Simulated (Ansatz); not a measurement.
fcc Ag, treated with rVV10 (PAW; Ansatz, a program for electronic structure).

Numerical settings: plane-wave cutoff 500 eV, 30×30×30 k mesh, Fermi–Dirac smearing 0.1 eV, no spin polarisation, scalar-relativistic PAW data made under PBE.

Computed at the level's own relaxed cell.

Task: What does this level give for the volume per atom and lattice constant a?

Result: 
- volume per atom: 18.09 Å³/atom
- lattice constant a: 4.167 Å

Measured, for comparison: equilibrium volume per atom 16.76 Å³/atom (static lattice: zero-point anharmonic expansion removed; as tabulated in Mejia-Rodriguez and Trickey (2018), arXiv:1807.09216); lattice constant a 4.062 Å (static lattice: zero-point anharmonic expansion removed, our sources range from 4.056 to 4.063; as tabulated in Mejia-Rodriguez and Trickey (2018), arXiv:1807.09216). Computed (rounded) less measured: equilibrium volume per atom +7.9 %, lattice constant a +2.6 % (+2.6 % to +2.7 % over the range).

The computed numbers hold no vibrational or temperature effects.
